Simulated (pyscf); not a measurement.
Thermochemistry of product channels of HO–Zr(F)(F)–F + H atom (H•) on the doublet surface, in eV, from ωB97M-D3(BJ)/def2-TZVP energies (ideal gas, 1 atm, RRHO with modes under 100 cm⁻¹ raised to 100, one conformer, R ln 2 for rigid chiral ones). Optimised with ωB97X-D3(BJ)/def2-SVP in PySCF.

```
products                                    ΔE  ΔH(298 K)  ΔG(600 K)  ΔG(900 K)
---------------------------------------  -----  ---------  ---------  ---------
O=Zr(F)–F + F atom (F•) + hydrogen (H₂)  +5.00      +4.96      +4.11      +3.71
[HO–Zr(F)–F]• + hydrogen fluoride (HF)   +0.75      +0.93      +0.67      +0.57
[O–ZrH(F)–F]• + hydrogen fluoride (HF)   +3.08      +3.13      +2.88      +2.79
[O–Zr(F)(F)–F]• + hydrogen (H₂)          +1.00      +0.98      +0.83      +0.77
```

These are energies of the channels, which say nothing of barriers. Left out: orbital degeneracy and the spin-orbit lowering of F. Open-shell species with a d-block atom are single-reference here; other states, and whether the spin sits on metal or ligand, were not checked. Elements past Kr carry the def2 core potentials, without spin-orbit coupling.
